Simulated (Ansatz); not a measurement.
Multireference treatment of C4H5P, singlet

Program: Ansatz, Gaussian basis, development build; CASPT2, NEVPT3, NEVPT4(SD) by development code. Basis aug-cc-pV(D+d)Z on P, aug-cc-pVDZ on C/H, nonrelativistic, 9 orbitals frozen in the corrections. State-specific CASSCF; RHF is the lowest restricted (open-shell) Hartree–Fock solution met. Letters tell apart solutions met in one space. Solutions may break the symmetry of the shape. No proof that the lowest CASSCF solution was found.

Geometry:

```tsv
atom	x (Å)	y (Å)	z (Å)
P	0.0000	0.0000	1.1942
C	0.0000	1.2815	-0.0626
C	0.0000	-1.2815	-0.0626
C	0.0000	0.7250	-1.3013
C	0.0000	-0.7250	-1.3013
H	0.0000	0.0000	2.6119
H	0.0000	2.3463	0.1398
H	0.0000	-2.3463	0.1398
H	0.0000	1.3041	-2.2185
H	0.0000	-1.3041	-2.2185
```

CASSCF less RHF, in eV, and natural occupations:

| CAS | CASSCF | occupations |
| --- | --- | --- |
| (6,5) a | -1.305 | 1.99, 1.95, 1.92, 0.09, 0.06 |
| (6,5) b | -1.201 | 1.99, 1.97, 1.95, 0.06, 0.03 |

**Question.** What totals less RHF do the corrections give on each solution?

**Answer.** 

```json
{"CAS": "(6,5) a", "SC-NEVPT2": "-18.580", "FIC-NEVPT2": "-18.608", "NEVPT3": "-19.534", "NEVPT4(SD)": "-20.213", "CASPT2 (IPEA 0)": "-18.601"}
{"CAS": "(6,5) b", "SC-NEVPT2": "-18.283", "FIC-NEVPT2": "-18.334", "NEVPT3": "-19.471", "NEVPT4(SD)": "-20.169", "CASPT2 (IPEA 0)": "-18.661"}
```

**Question.** In CAS(6,5), is the solution lowest in CASSCF also lowest after SC-NEVPT2?

**Answer.** Yes: (6,5) a stays lowest, 0.30 eV under the next.

**Question.** How do single-reference totals in the same basis and frozen core stand against SC-NEVPT2 in CAS(6,5) a?

**Answer.** CCSD(T) -1.997 eV. Coupled cluster stands on the determinant that it favours, which can lie over the RHF solution above, and is in doubt where the occupations are far from 0, 1 and 2.

**Question.** Roughly how much CPU time does a whole run from the default start take (median of such runs, summed over threads; nearly all runs on one pinned thread of a shared server, mostly Xeon at 2.3 to 2.6 GHz, by a development driver)?

**Answer.** CAS(6,5) b: about 54 s. Other jobs ran beside these, and the count of passes differs.
